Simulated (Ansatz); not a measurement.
Program: Ansatz. Geometries: PBE0-D4/def2-TZVP. ΔE: electronic, gas phase. CCSD(T)/CBS is the MP2 limit (def2-TZVPP, def2-QZVPP) plus CCSD(T) − MP2 in def2-TZVPP, frozen cores. This one scheme is used for every species, atoms too. For atomizations the MP2-based limit and the directly extrapolated one differ by several kJ/mol either way, and by 10 to 25 for some Ge, Se and Sn compounds, so smaller differences from it don't rank the levels. DFT in def2-TZVPP. No spin–orbit coupling; open shells (•) take unrestricted orbitals. Spin–orbit coupling would lower the free atoms: a little for C, O, S. One conformer a species, not always the lowest.

Reaction (atomization): `CC(O)SP` → 2 C• + 7 H• + O• + P• + S•

| species | LC-ωPBE energy (Eh) |
| --- | --- |
| `CC(O)SP` | -894.97546 |
| C• | -37.82224 |
| H• | -0.50601 |
| O• | -75.04943 |
| P• | -341.15722 |
| S• | -397.99904 |

Work out ΔE.

ΔE = 7 × (-0.50601) + 2 × (-37.82224) + (-75.04943) + (-341.15722) + (-397.99904) − (-894.97546) = 1.58322 Eh = +43.08 eV. CCSD(T)/CBS gives +43.49 eV.

Largest T1 diagnostic among the species: 0.012.

Leaving LDA and LC-ωPBE aside and taking each functional with its dispersion term where it has one, the values, not all of them listed here, spread over 2.38 eV, from BHLYP-D4 to PBE-D4. LDA lies +6.21 eV from PBE without D4, its usual overbinding. In def2-TZVPP, CCSD(T) changes the Hartree–Fock value by +11.75 eV (the triples alone add +0.72 eV) and MP2 by +12.23 eV; breaking electron pairs costs correlation energy, which Hartree–Fock lacks.
